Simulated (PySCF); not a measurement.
## C: ionisation energy

C [He] 2s2 2p2 (3P) → C⁺ [He] 2s2 2p1 (2P), as a difference of total energies. Computed with PySCF 2.14 in dyall-av2z (11s7p2d, 42 functions), with the non-relativistic Hamiltonian (point nucleus). Correlated levels: valence: 1s2 frozen; virtual orbitals above 40 to 60 times the deepest correlated orbital energy dropped. The calculations carry no spin-orbit coupling.

```tsv
method	ionisation energy (eV)
UHF	10.806
MP2 (valence)	11.160
SCS-MP2 (valence)	11.038
CCSD (valence)	11.067
CCSD(T) (valence)	11.085
CCSDT (valence)	11.089
```

**Question.** How much does correlation contribute at CCSD(T) (valence)?

**Answer.** 11.085 − (10.806) = 0.279 eV, measured against UHF.

Errors of the correlated levels include the incompleteness of this basis and the frozen core.

For comparison: 11.262 eV (measured; NIST levels, between the centres of gravity of the two terms).
